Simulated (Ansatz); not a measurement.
Steps of a relaxation of C₃H₉NO (`CN(C)CO`) with RKS PBE-D4/def2-SVP.

```sh
$ ansatz run in.yaml --threads 4 --pin off --events-out ev --progress --plain --max-ram 10444MiB
```

```yaml
crystal:
  periodic: [false, false, false]
  atoms:
    - {symbol: C, position_ang: [-0.644100, 1.153400, 0.035800]}
    - {symbol: N, position_ang: [-0.340200, -0.222200, 0.140200]}
    - {symbol: C, position_ang: [0.326000, -0.446300, 1.395600]}
    - {symbol: C, position_ang: [0.585500, -0.618200, -0.971500]}
    - {symbol: O, position_ang: [-0.256500, -0.651600, -2.167800]}
    - {symbol: H, position_ang: [-1.343900, 1.513700, 0.851900]}
    - {symbol: H, position_ang: [0.215700, 1.852300, 0.031600]}
    - {symbol: H, position_ang: [-1.219200, 1.405200, -0.901700]}
    - {symbol: H, position_ang: [-0.275900, -0.149600, 2.296600]}
    - {symbol: H, position_ang: [0.593100, -1.510100, 1.559000]}
    - {symbol: H, position_ang: [1.283700, 0.120600, 1.500600]}
    - {symbol: H, position_ang: [0.899400, -1.642000, -0.803300]}
    - {symbol: H, position_ang: [1.330000, 0.052000, -1.126700]}
    - {symbol: H, position_ang: [-1.166600, -0.886300, -1.811600]}
basis:
  gaussian: {orbitals: def2-SVP}
hamiltonian: {xc: pbe, dispersion: d4}
relax: {f_tol: 0.03, max_steps: 200}
```

Positions (Å) and forces (eV/Å) along the path, 6 of 6 steps:

```xyz
14
step=1 energy=-6780.4260 eV
C    -0.644    1.153    0.036   -2.153    2.126   -0.477
N    -0.340   -0.222    0.140    1.574   -0.839   -0.199
C     0.326   -0.446    1.396    0.330   -0.421    1.379
C     0.586   -0.618   -0.972   -6.207   -2.353   -0.393
O    -0.257   -0.652   -2.168   -0.082    0.203    0.723
H    -1.344    1.514    0.852    0.524   -0.446   -0.269
H     0.216    1.852    0.032    0.536    0.098    0.155
H    -1.219    1.405   -0.902    0.420   -0.408    0.254
H    -0.276   -0.150    2.297   -0.085   -0.035   -0.549
H     0.593   -1.510    1.559   -0.092   -0.127   -0.201
H     1.284    0.121    1.501    0.136    0.159   -0.059
H     0.899   -1.642   -0.803    0.761   -0.659    0.561
H     1.330    0.052   -1.127    3.145    2.583   -0.634
H    -1.167   -0.886   -1.812    1.193    0.119   -0.289
14
step=2 energy=-6780.9130 eV
C    -0.656    1.206    0.041   -0.768    0.874   -0.141
N    -0.301   -0.180    0.163    0.582   -0.569   -0.626
C     0.359   -0.450    1.425    0.054   -0.155    0.392
C     0.515   -0.631   -0.995   -2.124   -0.260   -0.065
O    -0.277   -0.653   -2.200   -0.078    0.043    1.144
H    -1.358    1.516    0.855    0.170   -0.170   -0.144
H     0.213    1.910    0.083    0.179    0.008    0.039
H    -1.182    1.408   -0.925    0.217   -0.224    0.207
H    -0.293   -0.176    2.288    0.007   -0.005   -0.240
H     0.600   -1.529    1.539   -0.037    0.048   -0.126
H     1.316    0.121    1.561    0.027    0.016   -0.022
H     0.875   -1.649   -0.757    0.329   -0.144    0.157
H     1.328    0.062   -1.181    0.988    0.475   -0.270
H    -1.150   -0.984   -1.868    0.453    0.065   -0.305
14
step=3 energy=-6781.0228 eV
C    -0.660    1.247    0.042    0.090    0.122    0.010
N    -0.275   -0.148    0.161    0.232   -0.206   -0.201
C     0.370   -0.457    1.423   -0.086    0.029    0.017
C     0.485   -0.620   -0.995   -0.256    0.253    0.075
O    -0.321   -0.637   -2.153   -0.215   -0.198    0.364
H    -1.391    1.514    0.833   -0.014   -0.005   -0.019
H     0.214    1.953    0.132   -0.086   -0.063   -0.006
H    -1.130    1.414   -0.948    0.026   -0.026    0.045
H    -0.314   -0.203    2.260    0.045   -0.002    0.025
H     0.594   -1.544    1.485    0.002    0.073   -0.009
H     1.329    0.107    1.589   -0.033   -0.038    0.012
H     0.883   -1.631   -0.725    0.036    0.047   -0.040
H     1.353    0.053   -1.234   -0.001   -0.123   -0.037
H    -1.148   -1.078   -1.843    0.260    0.139   -0.234
14
step=4 energy=-6781.0323 eV
C    -0.655    1.253    0.047    0.054   -0.016    0.014
N    -0.266   -0.144    0.162    0.030    0.030    0.000
C     0.369   -0.454    1.429   -0.016   -0.003   -0.081
C     0.473   -0.613   -0.997    0.152    0.054    0.075
O    -0.333   -0.638   -2.149   -0.098   -0.041    0.090
H    -1.401    1.509    0.827   -0.018    0.012   -0.005
H     0.212    1.960    0.153   -0.028   -0.021    0.002
H    -1.109    1.417   -0.949   -0.014    0.011   -0.005
H    -0.312   -0.200    2.267   -0.005    0.003    0.001
H     0.592   -1.539    1.487    0.006   -0.004    0.011
H     1.330    0.103    1.600   -0.002   -0.001    0.006
H     0.883   -1.620   -0.732   -0.010    0.003   -0.013
H     1.349    0.044   -1.256   -0.072   -0.047    0.000
H    -1.145   -1.105   -1.861    0.021    0.020   -0.093
14
step=5 energy=-6781.0338 eV
C    -0.653    1.256    0.049    0.013   -0.037    0.000
N    -0.262   -0.141    0.162   -0.018    0.037    0.019
C     0.370   -0.454    1.428   -0.008    0.005   -0.009
C     0.472   -0.613   -0.995    0.053    0.012   -0.012
O    -0.340   -0.639   -2.144    0.011    0.003    0.003
H    -1.407    1.510    0.822   -0.003    0.000    0.001
H     0.212    1.963    0.165    0.004    0.005    0.005
H    -1.100    1.423   -0.949   -0.003   -0.002   -0.002
H    -0.312   -0.201    2.265   -0.001   -0.001    0.008
H     0.594   -1.539    1.487    0.001   -0.005    0.002
H     1.330    0.102    1.604    0.009    0.003    0.006
H     0.884   -1.620   -0.732   -0.012    0.007    0.000
H     1.344    0.043   -1.262   -0.025   -0.015   -0.008
H    -1.145   -1.121   -1.870   -0.020   -0.011   -0.014
14
step=6 energy=-6781.0340 eV
C    -0.652    1.257    0.051    0.002    0.006    0.000
N    -0.260   -0.138    0.164    0.000   -0.006   -0.004
C     0.371   -0.453    1.429   -0.003    0.001    0.003
C     0.471   -0.613   -0.996    0.006   -0.002    0.010
O    -0.341   -0.639   -2.144   -0.024   -0.006   -0.010
H    -1.410    1.510    0.820    0.001    0.001   -0.002
H     0.211    1.966    0.171   -0.001    0.003    0.001
H    -1.095    1.424   -0.949   -0.001   -0.002    0.001
H    -0.312   -0.202    2.266    0.001    0.001    0.001
H     0.596   -1.538    1.487    0.001   -0.002   -0.001
H     1.331    0.104    1.607    0.001    0.000    0.000
H     0.880   -1.620   -0.731    0.002    0.005   -0.002
H     1.342    0.040   -1.267    0.008   -0.001    0.005
H    -1.145   -1.127   -1.878    0.007    0.003   -0.003
```

It took 13 s on 4 threads of an Intel Xeon Platinum 8259CL on a shared host, with 0.18 GiB of host memory at the peak.
